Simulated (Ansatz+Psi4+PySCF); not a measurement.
The numbers below are computed, except where a source is named.
A run of Ansatz (development build ahead of 0.2.0) on doublet H₂F₂(+) in separate pieces at this shape:

```
atom    x (Å)   y (Å)    z (Å)
   F   0.0934  0.0000  -3.0000
   H  -0.8405  0.0000  -3.0000
   F  -0.0934  0.0000   3.0000
   H   0.8905  0.0000   3.0000
```

Its results:

```
Converged                                                          : yes
Reference energy                                                   : -199.58965 hartree
Correlation energy                                                 : -0.48160 hartree
Total energy                                                       : -200.07126 hartree
Spin squared of the determinant                                    : 0.750
Stability test                                                     : minimum among restricted orbitals
Occupied orbitals by symmetry in an Abelian subgroup (alpha; beta) : 8 A' 2 A''; 7 A' 2 A''
```

(1) Which input gives this output? Name the method, the orbitals and the basis set, and write the input.

## Answers

(1) ROHF-MP2 in cc-pVTZ.

```yaml
crystal:
  periodic: [false, false, false]
  atoms:
    - { symbol: F, position_ang: [0.09339, 0.0, -3.0] }
    - { symbol: H, position_ang: [-0.8405, 0.0, -3.0] }
    - { symbol: F, position_ang: [-0.09339, 0.0, 3.0] }
    - { symbol: H, position_ang: [0.8905, 0.0, 3.0] }
basis:
  gaussian: { orbitals: cc-pVTZ }
total_charge: 1
magnetization:
  initial_magnetization: 1
hamiltonian:
  xc: hf
correlation:
  method: mp2
  frozen_orbitals: { F: 1, H: 0 }
```

Caution: MP2 on this radical cation hangs on the determinant chosen.
